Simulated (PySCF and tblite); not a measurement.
Values are calculated unless marked as measured or tabulated.
C4H7N, numbered as in [C-:1]#[N+:2][CH2:3][CH2:4][CH3:5].

Search: ETKDG and KDG, MMFF94s, GFN2-xTB, 90 starts; geometries at PBE0-D3(BJ)/def2-SVP. Weights use PBE0-D3(BJ)/def2-TZVP (IEF-PCM, chloroform) energies plus GFN2-xTB zero-point and thermal terms (modes under about 100 cm⁻¹ blended into free rotors). Symmetry numbers and mirror images are counted. Conformers within 3 kcal/mol (GFN2-xTB free energy) were kept, 8 at most. Codes: tblite and PySCF.

Rotational constants are equilibrium values for the commonest isotopes; dipoles come from the energy level named and are polarised by its solvent model.

Torsions listed: N2–C3–C4–C5. Of a mirror pair one member is shown.

| conformer | shape | symmetry | weight % |
| --- | --- | --- | --- |
| 1 | 61° | C1 (pair) | 70.7 |
| 2 | 180° | Cs | 29.3 |

Sets of constants, in random order:

```json
{"set": "P", "A (MHz)": "10338", "B (MHz)": "3454", "C (MHz)": "2850", "abs μa (D)": "3.80", "abs μb (D)": "2.81", "abs μc (D)": "0.57"}
{"set": "Q", "A (MHz)": "23982", "B (MHz)": "2408", "C (MHz)": "2282", "abs μa (D)": "4.64", "abs μb (D)": "1.39", "abs μc (D)": "0.00"}
```

**Question.** Match each set to its conformer.

**Answer.** P is conformer 1, Q is conformer 2.
